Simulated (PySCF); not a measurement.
Record of a relaxation.

2,2-difluoroethylamine, C2H5F2N.
Bonds: N1–C2, C2–C3, C3–F4, C3–F5. Hydrogens: H6, H7 on N1; H8, H9 on C2; H10 on C3.

Method: PBE0-D3(BJ)/def2-TZVP geometry optimisation, gas phase in PySCF; density fitting, grid level 2; the optimiser is geomeTRIC in internal coordinates, started from a GFN2-xTB structure. The frame can shift and turn from step to step; on so coarse a grid that alone can change the energy by a few meV, and forces under 0.02 eV/Å are noise.

Step 0: E = -9073.7998 eV, largest atomic force 0.440 eV/Å
```
atom  x, y, z in Å  |  force x, y, z in eV/Å
N1     -1.163    0.734    0.262   -0.017  -0.028   0.063
C2     -0.327   -0.228   -0.431    0.332   0.042   0.286
C3      1.107   -0.071    0.063   -0.190   0.135  -0.288
F4      1.967   -0.759   -0.724   -0.019  -0.081  -0.203
F5      1.240   -0.588    1.310   -0.173   0.023   0.248
H6     -1.167    0.543    1.259   -0.086  -0.015  -0.111
H7     -2.118    0.677   -0.070    0.083   0.028   0.088
H8     -0.340   -0.001   -1.500    0.063  -0.034   0.020
H9     -0.620   -1.281   -0.290    0.116   0.062  -0.072
H10     1.429    0.979    0.099   -0.109  -0.131  -0.030
```

Step 1: E = -9073.8203 eV, largest atomic force 0.389 eV/Å
```
atom  x, y, z in Å  |  force x, y, z in eV/Å
N1     -0.488    1.189    0.573    0.019  -0.056   0.060
C2     -0.214    0.222   -0.469   -0.281  -0.259  -0.072
C3      0.743   -0.829    0.027    0.193   0.032   0.132
F4      1.024   -1.709   -0.969   -0.059   0.056   0.025
F5      0.184   -1.540    1.047   -0.089   0.053  -0.070
H6     -1.021    0.741    1.311    0.061   0.076   0.001
H7     -1.059    1.944    0.214    0.062  -0.021   0.003
H8      0.257    0.705   -1.328    0.018   0.085   0.030
H9     -1.105   -0.313   -0.834    0.075   0.008  -0.073
H10     1.684   -0.414    0.403    0.000   0.026  -0.037
```

Step 2: E = -9073.8271 eV, largest atomic force 0.058 eV/Å
```
atom  x, y, z in Å  |  force x, y, z in eV/Å
N1     -0.480    1.178    0.571   -0.046   0.002  -0.023
C2     -0.224    0.211   -0.476   -0.045  -0.005   0.004
C3      0.742   -0.824    0.029   -0.032  -0.012  -0.036
F4      1.028   -1.704   -0.963    0.041  -0.038   0.013
F5      0.164   -1.532    1.041    0.025  -0.004   0.020
H6     -1.002    0.747    1.325    0.021   0.005  -0.005
H7     -1.039    1.943    0.219    0.024   0.015   0.012
H8      0.249    0.706   -1.327    0.008   0.038   0.010
H9     -1.108   -0.327   -0.852    0.021   0.013   0.010
H10     1.676   -0.399    0.409   -0.016  -0.014  -0.003
```

Step 3: E = -9073.8279 eV, largest atomic force 0.033 eV/Å
```
atom  x, y, z in Å  |  force x, y, z in eV/Å
N1     -0.481    1.176    0.570   -0.027  -0.018  -0.006
C2     -0.228    0.209   -0.478    0.014   0.011   0.001
C3      0.740   -0.826    0.028    0.012  -0.001  -0.010
F4      1.036   -1.710   -0.959   -0.011  -0.002   0.004
F5      0.167   -1.533    1.042   -0.007  -0.003   0.004
H6     -1.001    0.748    1.326    0.005  -0.002   0.000
H7     -1.033    1.948    0.222    0.016   0.001  -0.003
H8      0.245    0.711   -1.325    0.005  -0.002   0.002
H9     -1.111   -0.327   -0.857   -0.007   0.005   0.009
H10     1.671   -0.397    0.408    0.000   0.010  -0.002
```

Step 4: E = -9073.8280 eV, largest atomic force under 0.02 eV/Å
```
atom  x, y, z in Å  |  force x, y, z in eV/Å
N1     -0.482    1.174    0.570   -0.011  -0.007   0.004
C2     -0.228    0.208   -0.478    0.007   0.008  -0.002
C3      0.740   -0.826    0.027    0.003  -0.002  -0.004
F4      1.035   -1.711   -0.959   -0.008   0.002   0.004
F5      0.168   -1.532    1.044   -0.003  -0.001   0.002
H6     -1.003    0.746    1.326    0.001   0.001  -0.003
H7     -1.030    1.948    0.223    0.009   0.001  -0.001
H8      0.246    0.711   -1.324   -0.001  -0.002   0.001
H9     -1.111   -0.326   -0.858   -0.001  -0.003   0.000
H10     1.671   -0.395    0.406    0.002   0.002  -0.002
```

**Question.** Summarise the path.

**Answer.** The energy falls by 0.65 kcal/mol from step 0 to step 4; nine tenths of that is first reached at step 2. It falls at every step. The largest force goes from 0.440 to under 0.02 eV/Å. Among the bonds C2–C3 changes most, from 1.524 to 1.505 Å; the atoms move by 0.095 Å rms after alignment.

**Question.** Follow the three bonds and two angles with the largest change from start to end.

**Answer.** 
```tsv
step	E above end (kcal/mol)	largest force (eV/Å)	C2–C3 (Å)	C3–F5 (Å)	C3–H10 (Å)	F4–C3–F5 (°)	C2–C3–F5 (°)
0	0.65	0.440	1.524	1.357	1.099	106.1	110.5
1	0.18	0.389	1.505	1.364	1.094	107.2	110.5
2	0.02	0.058	1.503	1.363	1.094	107.2	109.5
3	0.00	0.033	1.505	1.363	1.094	107.2	109.6
4	0.00	under 0.02	1.505	1.363	1.094	107.2	109.6
```

What follows is the cost of the whole optimisation. On Arm Neoverse V2, one thread (shared host), this took 32 s wall and 0.77 GiB of memory at its peak.
